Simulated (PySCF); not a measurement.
**CO: everyday levels beside a composite calculation**

PySCF; the state is a singlet (closed shell). The composite is CCSD(T) extrapolated to the basis-set limit from two correlation-consistent sets, with core-valence (CV) and scalar-relativistic (SR) terms as its label shows; it has no spin–orbit coupling and nothing beyond (T). Here it is CCSD(T)/CBS(TQ)+CV+SR. It gives Re = 1.128 Å, ωe = 2176 cm⁻¹ and De = 11.26 eV to C + O.

| level | basis | relativity | Re (Å) | ωe (cm⁻¹) | De (eV) |
| --- | --- | --- | --- | --- | --- |
| RHF | def2-TZVPPD | no relativity | 1.103 | 2426 | 7.59 |
| RHF-MP2 | jorge-DZP-DKH | spin-free X2C | 1.152 | 2102 | 10.90 |
| RHF-SCS-MP2 | aug-pcseg-1 | no relativity | 1.144 | 2139 | 11.08 |
| RHF-CCSD(T) | aug-pcseg-1 | no relativity | 1.143 | 2149 | 10.71 |
| PBE | 6-311G(d,p) | no relativity | 1.139 | 2135 | 11.65 |
| PBEsol | 6-31G(d,p) | no relativity | 1.147 | 2140 | 12.06 |
| PBEsol | def2-TZVPPD | no relativity | 1.135 | 2144 | 12.10 |
| r²SCANh | jorge-DZP-DKH | spin-free X2C | 1.138 | 2206 | 10.54 |
| B3LYP | def2-TZVPP | no relativity | 1.125 | 2215 | 11.07 |
| M06 | cc-pVTZ | no relativity | 1.124 | 2238 | 11.23 |

Task: Give the difference of each row from the composite.

Result: 

| level | basis | ΔRe (pm) | Δωe (%) | ΔDe (eV) |
| --- | --- | --- | --- | --- |
| RHF | def2-TZVPPD | -2.5 | +11.5 | -3.67 |
| RHF-MP2 | jorge-DZP-DKH | +2.4 | -3.4 | -0.36 |
| RHF-SCS-MP2 | aug-pcseg-1 | +1.6 | -1.7 | -0.18 |
| RHF-CCSD(T) | aug-pcseg-1 | +1.5 | -1.2 | -0.55 |
| PBE | 6-311G(d,p) | +1.1 | -1.9 | +0.39 |
| PBEsol | 6-31G(d,p) | +1.9 | -1.7 | +0.80 |
| PBEsol | def2-TZVPPD | +0.7 | -1.5 | +0.84 |
| r²SCANh | jorge-DZP-DKH | +1.0 | +1.4 | -0.72 |
| B3LYP | def2-TZVPP | -0.3 | +1.8 | -0.19 |
| M06 | cc-pVTZ | -0.4 | +2.8 | -0.03 |

Task: Which rows come closest in De?

Result: M06 in cc-pVTZ (-0.03 eV), counted from the composite.

Correlated steps freeze 2 core orbitals. Correlated levels converge slowly with the basis: in double zeta they bind strong bonds too weakly, by up to about 1 eV, and carry superposition errors of some tenths. Where the molecule has an RHF reference, its open-shell atoms are computed with UHF.
